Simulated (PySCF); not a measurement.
Species: C4H5F.
Z-matrix (Å and degrees, GFN2-xTB geometry), rows numbered from 1:
```
F 
C   1  1.3379
C   2  1.3252  1  134.14
C   3  1.5108  2   92.18  1   180.00
C   2  1.4954  1  129.31  3  -179.98
H   3  1.0719  2  135.34  1    -0.01
H   4  1.0879  3  114.97  2  -115.75
H   4  1.0879  3  114.96  2   115.76
H   5  1.0882  2  115.48  1   -64.67
H   5  1.0882  2  115.47  1    64.73
```

The closed-shell ground state was solved at several levels (PySCF, density fitting, gas phase, non-relativistic).

```json
{"level": "B3LYP/pcJ-1", "basis functions": "185", "HOMO (eV)": "-6.94", "LUMO (eV)": "0.50", "gap (eV)": "7.44", "dipole (D)": "1.58"}
{"level": "PBE0/pcSseg-1", "basis functions": "110", "HOMO (eV)": "-7.18", "LUMO (eV)": "0.75", "gap (eV)": "7.93", "dipole (D)": "1.58"}
```

(1) Estimate the row for wB97X-D/def2-SVPD, a basis of 143 functions; the other rows only guide the guess.

(2) Over all these levels, which gives the widest orbital gap and which the narrowest?

(3) How far do the dipole and the HOMO energy spread over the levels?

## Answers

(1) HOMO -9.07 eV, LUMO 2.47 eV, gap 11.54 eV, dipole 1.70 D.

(2) wB97X-D/def2-SVPD (range-separated hybrid) has the widest, 11.54 eV, and B3LYP/pcJ-1 (global hybrid, 20 % exact exchange) the narrowest, 7.44 eV. Functional and basis both differ between the two, so the spread mixes both effects.

(3) The dipole runs from 1.58 to 1.70 D (mean 1.62 D) and the HOMO from -9.07 to -6.94 eV.
